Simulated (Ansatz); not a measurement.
**SiF+ (singlet): PBE, r2SCAN, PBE0, B3LYP, wB97M-V, B2PLYP, RPA-PBE over vertical gaps between states, cc-pVTZ**

Aim: run SiF+ (singlet) with these functionals over vertical gaps between states, and hold them against the top wave-function level at the same points.

Program: Ansatz 0.2.0, Gaussian basis. Level of theory: cc-pVTZ, all electrons in the functionals, frozen cores in the correlation of double hybrids and RPA. These are calculated values, not measurements.

The runs, in order: PBE, r2SCAN, PBE0, B3LYP, wB97M-V, B2PLYP, RPA-PBE, at charge 1, singlet; charge 1, triplet.

10 further runs of the same task are left out: 4 for a known fault of the program, 2 that didn't finish, 4 set aside as unsound or not needed.

## (1) What is computed

The geometry is a PBE0/def2-TZVP stationary point (not a proven minimum).

2 atoms, charge 1, spin multiplicity 1.

Atoms are counted from 1 here; the program's logs count them from 0.

Bond lengths: Si1–F2 1.536 Å.

No dispersion term is added; wB97M-V holds VV10 nonlocal correlation. B3LYP takes the VWN-RPA correlation.

The geometry shown and the zero of energy belong to the point charge 1, singlet. The yardstick, RCCSDT(Q), and other wave-function levels (R restricted, U unrestricted, valence and pair active spaces) come from earlier runs.

## (2) PBE, charge 1, singlet

in.yaml

```yaml
crystal:
  periodic: [false, false, false]
  atoms:
    - {symbol: Si, position_ang: [0.000000, 0.000000, 0.000000]}
    - {symbol: F, position_ang: [0.000000, 0.000000, 1.536400]}
basis:
  gaussian: {orbitals: cc-pVTZ}
total_charge: 1
hamiltonian: {xc: {name: PBE}}
output: {orbitals: {seedname: orbitals}}
```

The run is started by

```sh
$ ansatz run in.yaml --threads 1 --pin off --events-out ev --progress --plain --max-ram 2393MiB
```

The runs that follow: PBE, charge 1, triplet; r2SCAN, charge 1, singlet; r2SCAN, charge 1, triplet; PBE0, charge 1, singlet; PBE0, charge 1, triplet; B3LYP, charge 1, singlet; B3LYP, charge 1, triplet; wB97M-V, charge 1, singlet; wB97M-V, charge 1, triplet; B2PLYP, charge 1, singlet; B2PLYP, charge 1, triplet; RPA-PBE, charge 1, singlet; RPA-PBE, charge 1, triplet.

**Question.** What will the summary of the whole plan be? Wanted: singlet to triplet, RCCSDT(Q); largest miss, PBE; largest miss, r2SCAN; largest miss, PBE0; largest miss, B3LYP; largest miss, wB97M-V; largest miss, B2PLYP; largest miss, RPA-PBE; largest miss, RCCSD(T).

As calculated:

| quantity | value |
| --- | --- |
| singlet to triplet, RCCSDT(Q) | 455.4 kJ/mol |
| largest miss, PBE | -16.1 kJ/mol (singlet to triplet) |
| largest miss, r2SCAN | -45.5 kJ/mol (singlet to triplet) |
| largest miss, PBE0 | -23.3 kJ/mol (singlet to triplet) |
| largest miss, B3LYP | +0.9 kJ/mol (singlet to triplet) |
| largest miss, wB97M-V | +35.3 kJ/mol (singlet to triplet) |
| largest miss, B2PLYP | -1.3 kJ/mol (singlet to triplet) |
| largest miss, RPA-PBE | -14.2 kJ/mol (singlet to triplet) |
| largest miss, RCCSD(T) | -0.4 kJ/mol (singlet to triplet) |
| largest miss, UCCSD(T) | -0.7 kJ/mol (singlet to triplet) |

What this shows: Of the functionals, B3LYP keep the smallest largest miss at the points compared (at most 0.9 kJ/mol) and r2SCAN strays most (45.5 kJ/mol, at singlet to triplet). Functionals and the yardstick converge differently with the basis, so part of each miss in cc-pVTZ is the basis.
